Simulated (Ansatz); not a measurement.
# AlH₃ (triplet): the correlation ladder at distance Al1–H2 = 1.766 Å, cc-pVDZ

Aim: climb from Hartree-Fock through coupled cluster and multireference methods for AlH₃ (triplet) at one geometry and basis, and see what each rung misses.

Computed with Ansatz 0.2.0, Gaussian basis. Level: cc-pVDZ, core rule «outside noble gas», up to 5 orbitals frozen.

Plan: UHF; CCSD(T) on ROHF; CCSD(T) on UHF; BCCD(T) on ROHF; CISD; CCSDT(Q) on ROHF; CCSDT(Q) on UHF; CASSCF and MRCISD+Q, 4 electrons in 4 orbitals; CASSCF and NEVPT2, 4 electrons in 4 orbitals; CASSCF and MRCISD+Q, 6 electrons in 7 orbitals; CASSCF and NEVPT2, 6 electrons in 7 orbitals; Full CI.

16 further runs of the same task are left out: 12 that didn't finish, 4 set aside as unsound or not needed.

### 1 The system

The geometry derives from a PBE0/def2-TZVP stationary point (not a proven minimum). One bond is set to the value named and the two fragments are kept rigid.

4 atoms, charge 0, spin multiplicity 3.

Atoms are counted from 1 here; the program's logs count them from 0.

Bond lengths: Al1–H2 1.766 Å, Al1–H3 1.843 Å, Al1–H4 1.843 Å, H3–H4 0.841 Å. Angles: H2–Al1–H3 101.8°, H2–Al1–H4 101.8°, H3–Al1–H4 26.4°, Al1–H3–H4 76.8°, Al1–H4–H3 76.8°.

### 2 UHF

in.yaml

```yaml
crystal:
  periodic: [false, false, false]
  atoms:
    - {symbol: Al, position_ang: [0.000000, 0.079807, -0.093178]}
    - {symbol: H, position_ang: [0.000000, -1.527606, -0.824601]}
    - {symbol: H, position_ang: [0.420650, -0.304379, 1.659446]}
    - {symbol: H, position_ang: [-0.420650, -0.304379, 1.659446]}
basis:
  gaussian: {orbitals: cc-pVDZ}
magnetization: {spin_polarized: true, initial_magnetization: 2}
hamiltonian: {xc: hf}
output: {orbitals: {seedname: orbitals}}
```

Command:

```console
> ansatz run in.yaml --threads 1 --pin off --events-out ev --progress --plain --max-ram 2393MiB
```

Further steps of the session: CCSD(T) on ROHF; CCSD(T) on UHF; BCCD(T) on ROHF; CISD; CCSDT(Q) on ROHF; CCSDT(Q) on UHF; CASSCF and MRCISD+Q, 4 electrons in 4 orbitals; CASSCF and NEVPT2, 4 electrons in 4 orbitals; CASSCF and MRCISD+Q, 6 electrons in 7 orbitals; CASSCF and NEVPT2, 6 electrons in 7 orbitals; Full CI.

**Question.** What will the summary of the whole plan be? Wanted: FCI below the RHF energy; RMP2 from FCI; UMP2 from FCI; RCCSD from FCI; RCCSD(T) from FCI; UCCSD(T) from FCI; RCCSDT(Q) from FCI; UCCSDT(Q) from FCI; NEVPT2 pair from FCI.

As calculated:

```
                         quantity                                                                                               value
         FCI below the RHF energy                                                                                          -2.6110 eV
                    RMP2 from FCI                                                                                     +16.16 kcal/mol
                    UMP2 from FCI                                                                                     +16.00 kcal/mol
                   RCCSD from FCI                                                                                      +1.56 kcal/mol
                RCCSD(T) from FCI                                                                                      +0.44 kcal/mol
                UCCSD(T) from FCI                                                                                      +0.43 kcal/mol
               RCCSDT(Q) from FCI                                                                                      +0.01 kcal/mol
               UCCSDT(Q) from FCI                                                                                       0.00 kcal/mol
             NEVPT2 pair from FCI                                                                                     +14.77 kcal/mol
           MRCISD+Q pair from FCI                                                                                      -0.07 kcal/mol
          NEVPT2 valence from FCI                                                                                     +11.41 kcal/mol
levels within 1 kcal/mol (43 meV)  RCCSD(T), UCCSD(T), BCCD(T), RCCSDT, UCCSDT, RCCSDT(Q), UCCSDT(Q), MRCISD+Q pair, MRCISD+Q valence
                    T1 diagnostic                                                                                               0.026
   effectively unpaired electrons                                                                                                2.03
```

What this shows: RCCSD(T) lands +0.44 kcal/mol from the yardstick (0.7 % of the correlation energy). MRCISD+Q pair falls below full CI: the +Q correction isn't variational, and the cores differ from full CI's. One determinant dominates. Of the multireference levels listed MRCISD+Q pair comes nearest in total energy (-0.07 kcal/mol), which doesn't show that its space is the better one. These misses are within one basis, not against nature; the frozen cores of restricted and unrestricted runs differ, which can shift their rows.
